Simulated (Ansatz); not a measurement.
C3H3F2N (`N=C1[C@@H](F)[C@@H]1F`), relaxed with RKS PBE-D4/def2-SVP in the Gaussian-basis code of Ansatz from a rough embedded geometry. The force threshold is 0.03 eV/Å; the program also tests the step.

Charge 0, multiplicity 1.

Start:

```xyz
9

N    -0.266    1.603    0.908
C    -0.164    0.523    0.270
C     0.741   -0.316   -0.387
F     1.601   -1.099    0.481
C    -0.819   -0.622   -0.141
F    -1.614   -0.614   -1.297
H     0.590    2.114    0.937
H     1.093   -0.151   -1.313
H    -1.161   -1.439    0.543
```

```json
{"step": "1", "energy (eV)": "-10061.7661", "largest force (eV/Å)": "5.328", "largest move (Å)": "0.000"}
{"step": "2", "energy (eV)": "-10062.3704", "largest force (eV/Å)": "2.532", "largest move (Å)": "0.112"}
{"step": "3", "energy (eV)": "-10062.5471", "largest force (eV/Å)": "0.640", "largest move (Å)": "0.113"}
{"step": "4", "energy (eV)": "-10062.5685", "largest force (eV/Å)": "0.634", "largest move (Å)": "0.095"}
{"step": "5", "energy (eV)": "-10062.6071", "largest force (eV/Å)": "0.267", "largest move (Å)": "0.084"}
{"step": "6", "energy (eV)": "-10062.6172", "largest force (eV/Å)": "0.115", "largest move (Å)": "0.024"}
{"step": "7 (rejected)", "energy (eV)": "-10062.6135", "largest force (eV/Å)": "0.241", "largest move (Å)": "0.029"}
{"step": "8", "energy (eV)": "-10062.6198", "largest force (eV/Å)": "0.037", "largest move (Å)": "0.015"}
{"step": "9", "energy (eV)": "-10062.6207", "largest force (eV/Å)": "0.032", "largest move (Å)": "0.018"}
{"step": "10", "energy (eV)": "-10062.6208", "largest force (eV/Å)": "0.030", "largest move (Å)": "0.003"}
```

End:

```xyz
9

N    -0.344    1.721    0.873
C    -0.145    0.616    0.285
C     0.720   -0.434   -0.331
F     1.612   -1.214    0.348
C    -0.787   -0.631   -0.210
F    -1.566   -0.727   -1.326
H     0.567    2.160    1.114
H     1.057   -0.183   -1.359
H    -1.113   -1.309    0.606
```

It took 8.5 s on 4 threads of an Arm Neoverse V2 on a shared host, with 0.19 GiB of host memory at the peak.
